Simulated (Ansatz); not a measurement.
For Sn (model structure, started from the lonsdaleite type, P6₃/mmc, No. 194, 4 atoms in the cell), PBEsol in Ansatz (PAW) gives:

```
Property                          Value
------------------------------  -------
equilibrium lattice constant a  4.610 Å
lattice parameter c             7.581 Å
```

What does PBE-D3(BJ) (plane waves, PAW; Ansatz, a quantum-chemistry and plane-wave program) give for the same quantities?


- lattice constant a: 4.633 Å (goes up by 0.5 %)
- lattice parameter c: 7.626 Å (increases by 0.6 %)

Changes are worked out from the printed values.

Unless a cell is named, each level is at its own relaxed cell (PBEsol 34.88, PBE-D3(BJ) 35.44 Å³/atom).

Ansatz's density-functional and Hartree–Fock values are scalar-relativistic unless marked +SOC, with PAW data made under PBE.

A model structure was made by putting elements into a prototype or built by hand; it is no filed structure, need not be a known phase, and can be a saddle point held by its symmetry.
